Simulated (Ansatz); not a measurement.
Isolated molecules relaxed with PBE0-D4/def2-TZVP in Ansatz; ΔE leaves out vibrations. CCSD(T)/CBS is the MP2 limit (def2-TZVPP, def2-QZVPP) plus CCSD(T) − MP2 in def2-TZVPP, frozen cores. DFT in def2-TZVPP. B3LYP here is the variant with VWN-RPA as its local correlation; programs differ in this. HSE06 is defined as in plane-wave codes. One conformer a species, not always the lowest.

`C#CC(C)(C)C` → `C=CCCC=C`  (isomerisation)

```json
{"level": "LDA (SPW92)", "ΔE (kJ/mol)": "-36.8", "difference from CCSD(T)/CBS": "-9.2"}
{"level": "PBE-D4", "ΔE (kJ/mol)": "-40.8", "difference from CCSD(T)/CBS": "-13.2"}
{"level": "revPBE-D4", "ΔE (kJ/mol)": "-39.5", "difference from CCSD(T)/CBS": "-11.9"}
{"level": "BLYP-D4", "ΔE (kJ/mol)": "-41.8", "difference from CCSD(T)/CBS": "-14.2"}
{"level": "PBE0-D4", "ΔE (kJ/mol)": "-38.8", "difference from CCSD(T)/CBS": "-11.2"}
{"level": "r2SCANh-D4", "ΔE (kJ/mol)": "-35.2", "difference from CCSD(T)/CBS": "-7.6"}
{"level": "r2SCAN0-D4", "ΔE (kJ/mol)": "-35.0", "difference from CCSD(T)/CBS": "-7.4"}
{"level": "HSE06-D4", "ΔE (kJ/mol)": "-39.3", "difference from CCSD(T)/CBS": "-11.7"}
{"level": "BHLYP-D4", "ΔE (kJ/mol)": "-39.5", "difference from CCSD(T)/CBS": "-11.9"}
{"level": "CAM-B3LYP-D4", "ΔE (kJ/mol)": "-36.4", "difference from CCSD(T)/CBS": "-8.8"}
{"level": "ωB97X-V", "ΔE (kJ/mol)": "-31.4", "difference from CCSD(T)/CBS": "-3.8"}
{"level": "ωB97M-V", "ΔE (kJ/mol)": "-30.7", "difference from CCSD(T)/CBS": "-3.1"}
{"level": "B2PLYP", "ΔE (kJ/mol)": "-30.7", "difference from CCSD(T)/CBS": "-3.1"}
{"level": "PBE-QIDH", "ΔE (kJ/mol)": "-26.0", "difference from CCSD(T)/CBS": "1.6"}
{"level": "revPBE", "ΔE (kJ/mol)": "-45.7", "difference from CCSD(T)/CBS": "-18.1"}
{"level": "BLYP", "ΔE (kJ/mol)": "-47.0", "difference from CCSD(T)/CBS": "-19.4"}
{"level": "r2SCAN", "ΔE (kJ/mol)": "-35.8", "difference from CCSD(T)/CBS": "-8.2"}
{"level": "B3LYP", "ΔE (kJ/mol)": "-44.5", "difference from CCSD(T)/CBS": "-16.9"}
{"level": "r2SCANh", "ΔE (kJ/mol)": "-35.6", "difference from CCSD(T)/CBS": "-8.0"}
{"level": "r2SCAN0", "ΔE (kJ/mol)": "-35.5", "difference from CCSD(T)/CBS": "-7.9"}
{"level": "HSE06", "ΔE (kJ/mol)": "-41.1", "difference from CCSD(T)/CBS": "-13.5"}
{"level": "BHLYP", "ΔE (kJ/mol)": "-42.2", "difference from CCSD(T)/CBS": "-14.6"}
{"level": "CAM-B3LYP", "ΔE (kJ/mol)": "-38.3", "difference from CCSD(T)/CBS": "-10.7"}
{"level": "LC-ωPBE", "ΔE (kJ/mol)": "-28.9", "difference from CCSD(T)/CBS": "-1.3"}
{"level": "RPA@PBE/def2-TZVPP", "ΔE (kJ/mol)": "-28.9", "difference from CCSD(T)/CBS": "-1.3"}
{"level": "HF/def2-SVP", "ΔE (kJ/mol)": "-41.1", "difference from CCSD(T)/CBS": "-13.5"}
{"level": "MP2/def2-SVP", "ΔE (kJ/mol)": "-9.1", "difference from CCSD(T)/CBS": "18.5"}
{"level": "CCSD/def2-SVP", "ΔE (kJ/mol)": "-28.3", "difference from CCSD(T)/CBS": "-0.7"}
{"level": "CCSD(T)/def2-SVP", "ΔE (kJ/mol)": "-27.5", "difference from CCSD(T)/CBS": "0.1"}
{"level": "HF/def2-TZVPP", "ΔE (kJ/mol)": "-41.8", "difference from CCSD(T)/CBS": "-14.2"}
{"level": "MP2/def2-TZVPP", "ΔE (kJ/mol)": "-8.8", "difference from CCSD(T)/CBS": "18.8"}
{"level": "SCS-MP2/def2-TZVPP", "ΔE (kJ/mol)": "-15.3", "difference from CCSD(T)/CBS": "12.3"}
{"level": "CCSD/def2-TZVPP", "ΔE (kJ/mol)": "-28.0", "difference from CCSD(T)/CBS": "-0.4"}
{"level": "CCSD(T)/def2-TZVPP", "ΔE (kJ/mol)": "-26.7", "difference from CCSD(T)/CBS": "0.9"}
{"level": "HF/def2-QZVPP", "ΔE (kJ/mol)": "-42.2", "difference from CCSD(T)/CBS": "-14.6"}
{"level": "MP2/def2-QZVPP", "ΔE (kJ/mol)": "-9.4", "difference from CCSD(T)/CBS": "18.2"}
{"level": "SCS-MP2/def2-QZVPP", "ΔE (kJ/mol)": "-15.9", "difference from CCSD(T)/CBS": "11.7"}
{"level": "HF/CBS(def2)", "ΔE (kJ/mol)": "-42.2", "difference from CCSD(T)/CBS": "-14.6"}
{"level": "MP2/CBS(def2)", "ΔE (kJ/mol)": "-9.6", "difference from CCSD(T)/CBS": "18.0"}
{"level": "CCSD/CBS(def2)", "ΔE (kJ/mol)": "-28.8", "difference from CCSD(T)/CBS": "-1.2"}
{"level": "CCSD(T)/CBS", "ΔE (kJ/mol)": "-27.6", "difference from CCSD(T)/CBS": "0"}
```

Largest T1 diagnostic among the species: 0.010.

The D4 term adds +3.8 kJ/mol with B3LYP and +1.9 kJ/mol with PBE0; it sums over pairs of atoms, weighted by their polarisabilities, and B3LYP, whose exchange is more repulsive, gets the larger term. Leaving LDA and LC-ωPBE aside and taking each functional with its dispersion term where it has one, the values spread over 15.8 kJ/mol, from BLYP-D4 to PBE-QIDH. LDA lies +6.3 kJ/mol from PBE without D4.
